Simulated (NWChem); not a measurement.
# UB3LYP/MIDI! run of C2H3O (SMILES C=C[O]), part 2 of 2

NWChem 7.3.0. Earlier steps stand in the parts before.

## (3) The singlet cation, same level

Input file c2h3o.nw:

```
start c2h3o
memory stack 880 mb heap 220 mb global 1100 mb
charge 1

geometry units angstroms noautosym nocenter noautoz
  C       -0.535600       0.055800      -0.481000
  C        0.531200      -0.055700       0.450000
  O        0.984900      -1.132800       0.821000
  H       -0.977900      -0.844800      -0.889800
  H       -0.912600       1.024000      -0.787600
  H        0.952100       0.889600       0.841100
end

basis spherical bse
  * library "MIDI!"
end

dft
  xc b3lyp
  grid fine
  convergence energy 1e-08
  maxiter 100
  mulliken
  print low
end

task dft energy
```

Started as:

```bash
$ nwchem c2h3o.nw > c2h3o.out
```

What it wrote:

```text
Northwest Computational Chemistry Package (NWChem) 7.3.0
             --------------------------------------------------------

           Job information
           ---------------

    nwchem branch   = 7.3.0
    use scalapack   = T
    input           = c2h3o.nw
    prefix          = c2h3o.
    data base       = ./c2h3o.db
    status          = startup
    nproc           =        1

           Memory information
           ------------------

    heap     =     28835838 doubles =      220.0 Mbytes
    stack    =    115343355 doubles =      880.0 Mbytes
    global   =    144179200 doubles =     1100.0 Mbytes (distinct from heap & stack)
    total    =    288358393 doubles =     2200.0 Mbytes
    verify   = yes
    hardfail = no

           Directory information
           ---------------------

  0 permanent = .
  0 scratch   = .

                                NWChem Input Module
                                -------------------

 Scaling coordinates for geometry "geometry" by  1.889725989
 (inverse scale =  0.529177249)

                             Geometry "geometry" -> ""
                             -------------------------

 Output coordinates in angstroms (scale by  1.889725989 to convert to a.u.)

  No.       Tag          Charge          X              Y              Z
 ---- ---------------- ---------- -------------- -------------- --------------
    1 C                    6.0000    -0.53560000     0.05580000    -0.48100000
    2 C                    6.0000     0.53120000    -0.05570000     0.45000000
    3 O                    8.0000     0.98490000    -1.13280000     0.82100000
    4 H                    1.0000    -0.97790000    -0.84480000    -0.88980000
    5 H                    1.0000    -0.91260000     1.02400000    -0.78760000
    6 H                    1.0000     0.95210000     0.88960000     0.84110000

      Atomic Mass
      -----------

      C                 12.000000
      O                 15.994910
      H                  1.007825

 Effective nuclear repulsion energy (a.u.)      63.8185697491

            Nuclear Dipole moment (a.u.)
            ----------------------------
        X                 Y               Z
 ---------------- ---------------- ----------------
    13.0663213754   -15.1045798267    10.4798534149

            XYZ format geometry
            -------------------
     6
 geometry
 C                    -0.53560000     0.05580000    -0.48100000
 C                     0.53120000    -0.05570000     0.45000000
 O                     0.98490000    -1.13280000     0.82100000
 H                    -0.97790000    -0.84480000    -0.88980000
 H                    -0.91260000     1.02400000    -0.78760000
 H                     0.95210000     0.88960000     0.84110000

 ==============================================================================
                                internuclear distances
 ------------------------------------------------------------------------------
       center one      |      center two      | atomic units |  angstroms
 ------------------------------------------------------------------------------
    2 C                |   1 C                |     2.68398  |     1.42030
    3 O                |   2 C                |     2.31723  |     1.22623
    4 H                |   1 C                |     2.04739  |     1.08343
    5 H                |   1 C                |     2.04714  |     1.08330
    6 H                |   2 C                |     2.09044  |     1.10621
 ------------------------------------------------------------------------------
                         number of included internuclear distances:          5
 ==============================================================================

 ==============================================================================
                                 internuclear angles
 ------------------------------------------------------------------------------
        center 1       |       center 2       |       center 3       |  degrees
 ------------------------------------------------------------------------------
    2 C                |   1 C                |   4 H                |   119.26
    2 C                |   1 C                |   5 H                |   121.14
    4 H                |   1 C                |   5 H                |   119.61
    1 C                |   2 C                |   3 O                |   123.04
    1 C                |   2 C                |   6 H                |   116.77
    3 O                |   2 C                |   6 H                |   120.19
 ------------------------------------------------------------------------------
                            number of included internuclear angles:          6
 ==============================================================================

 Summary of "ao basis" -> "" (spherical)
 ------------------------------------------------------------------------------
       Tag                 Description            Shells   Functions and Types
 ---------------- ------------------------------  ------  ---------------------
 *                           MIDI!                    on all atoms

                                 NWChem DFT Module
                                 -----------------

                      Basis "ao basis" -> "ao basis" (spherical)
                      -----
  [basis functions not shown]

 Summary of "ao basis" -> "ao basis" (spherical)
 ------------------------------------------------------------------------------
       Tag                 Description            Shells   Functions and Types
 ---------------- ------------------------------  ------  ---------------------
 C                           MIDI!                   5        9   3s2p
 O                           MIDI!                   6       14   3s2p1d
 H                           MIDI!                   2        2   2s

  Caching 1-el integrals
   Time after variat. SCF:      0.0

     ---------------------------------------------
      Total Density - Mulliken Population Analysis
     ---------------------------------------------

    Atom       Charge   Shell Charges
 -----------   ------   -------------------------------------------------------
    1 C    6     5.72   1.99  1.01  0.42  1.18  1.11
    2 C    6     5.38   1.99  0.94  0.30  1.25  0.90
    3 O    8     8.97   1.99  1.12  0.82  2.42  2.58  0.03
    4 H    1     0.65   0.48  0.17
    5 H    1     0.63   0.47  0.16
    6 H    1     0.65   0.49  0.16
   Time prior to 1st pass:      0.0

           Memory utilization after 1st SCF pass:
           Heap Space remaining (MW):        0.00                  54
          Stack Space remaining (MW):      115.34           115342964

   convergence    iter        energy       DeltaE   RMS-Dens  Diis-err    time
 ---------------- ----- ----------------- --------- --------- ---------  ------
 d= 0,ls=0.0,diis     1   -151.6659065984 -2.15D+02  7.63D-02  2.07D+00     0.2
 d= 0,ls=0.0,diis     2   -149.0953738786  2.57D+00  7.10D-02  1.68D+01     0.4
 d= 0,ls=0.0,diis     3   -151.8809400264 -2.79D+00  1.25D-02  1.93D-01     0.5
 d= 0,ls=0.0,diis     4   -151.9067332802 -2.58D-02  3.90D-03  5.31D-02     0.7
 d= 0,ls=0.0,diis     5   -151.9134410303 -6.71D-03  6.78D-04  2.15D-03     0.9
  Resetting Diis
 d= 0,ls=0.0,diis     6   -151.9136174875 -1.76D-04  4.04D-04  4.42D-04     1.0
 d= 0,ls=0.0,diis     7   -151.9136677314 -5.02D-05  2.71D-04  2.29D-05     1.2
 d= 0,ls=0.0,diis     8   -151.9136531500  1.46D-05  1.78D-04  1.54D-04     1.3
 d= 0,ls=0.0,diis     9   -151.9136703738 -1.72D-05  1.58D-05  6.95D-07     1.5
 d= 0,ls=0.0,diis    10   -151.9136704381 -6.43D-08  4.46D-06  5.01D-08     1.7
 d= 0,ls=0.0,diis    11   -151.9136704435 -5.45D-09  7.61D-07  2.88D-09     1.8

         Total DFT energy =     -151.913670443523
      One electron energy =     -325.364045241270
           Coulomb energy =      129.656565108078
    Exchange-Corr. energy =      -20.024760059396
 Nuclear repulsion energy =       63.818569749065

 Numeric. integr. density =       21.999999891403

     Total iterative time =      1.8s

     ---------------------------------------------
      Total Density - Mulliken Population Analysis
     ---------------------------------------------

    Atom       Charge   Shell Charges
 -----------   ------   -------------------------------------------------------
    1 C    6     6.01   1.99  0.98  0.44  1.37  1.22
    2 C    6     5.70   1.99  0.85  0.29  1.49  1.08
    3 O    8     8.25   1.99  1.04  0.93  1.99  2.25  0.04
    4 H    1     0.66   0.55  0.11
    5 H    1     0.67   0.55  0.11
    6 H    1     0.72   0.56  0.16

     -------------------------------------------
      Total Density - Lowdin Population Analysis
     -------------------------------------------

    Atom       Charge   Shell Charges
 -----------   ------   -------------------------------------------------------
    1 C    6     5.73   1.99  0.75  0.41  1.31  1.28
    2 C    6     5.78   1.98  0.62  0.37  1.42  1.39
    3 O    8     8.04   1.99  0.96  0.73  1.97  2.33  0.06
    4 H    1     0.80   0.51  0.29
    5 H    1     0.80   0.51  0.29
    6 H    1     0.86   0.54  0.32

 Task  times  cpu:        1.8s     wall:        1.8s
 Total times  cpu:        1.8s     wall:        1.8s
```

It took 2.3 s on 1 thread of Intel Xeon 6975P-C (Granite Rapids), shared host; peak memory 0.11 GiB.

## (4) Summary of results

This closing draws on all 2 parts.

At UB3LYP/MIDI!:

| quantity | value |
| --- | --- |
| doublet C2H3O: total energy | -152.28727 Eh |
| doublet C2H3O: ⟨S²⟩ | 0.770 |
| singlet cation: total energy | -151.91367 Eh |
| vertical ionisation energy (to the singlet cation) | 10.166 eV |

What this shows: Removing an electron at fixed nuclei costs 10.17 eV (234 kcal/mol). Only the singlet of the ionised species was computed; a triplet could lie lower.
